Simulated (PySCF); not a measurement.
## The first ionisation energy along the noble gases

Calculated with PySCF 2.14 from differences of total energies of unrestricted determinants, without spin-orbit coupling. Values in eV. The last column holds reference values (NIST; (s) semi-empirical, (t) theoretical, else measured). Unmarked ones compare directly (S terms, centres of terms, or small fine structure); those marked * lie between the lowest fine-structure levels and include a spin-orbit shift.

```tsv
element	configurations	SCS-MP2 (valence)	CCSD (valence)	LDA	PBE	PBE0	r2SCAN	reference
He (dyall-acv3z, spin-free X2C)	1s2 → 1s1	24.563	24.534	24.303	24.467	24.448	24.621	24.587
Ne (dyall-acv3z, spin-free X2C)	[Ne] → [He] 2s2 2p5	21.478	21.351	22.172	21.644	21.432	21.471	21.597
Ar (dyall-acv3z, spin-free X2C)	[Ar] → [Ne] 3s2 3p5	15.618	15.529	15.971	15.686	15.694	15.737	15.819
```

Task: Which of these methods has the smallest mean absolute error against the measured values here?

Result: r2SCAN, with 0.080 eV.

```csv
method,elements,mean error (eV),mean absolute error (eV),largest error (eV)
SCS-MP2 (valence),3,-0.115,0.115,-0.200
CCSD (valence),3,-0.196,0.196,-0.290
LDA,3,0.148,0.337,0.575
PBE,3,-0.069,0.100,-0.133
PBE0,3,-0.143,0.143,-0.164
r2SCAN,3,-0.058,0.080,-0.125
```

Errors include the incompleteness of the basis and the frozen core.

"Valence" correlates the outer s and p shells and, in groups 3 to 12 and the f block, the outer d or f shell, open or full, or the next shell where the ion has no valence electron left; the wider scheme adds the next inner shell.
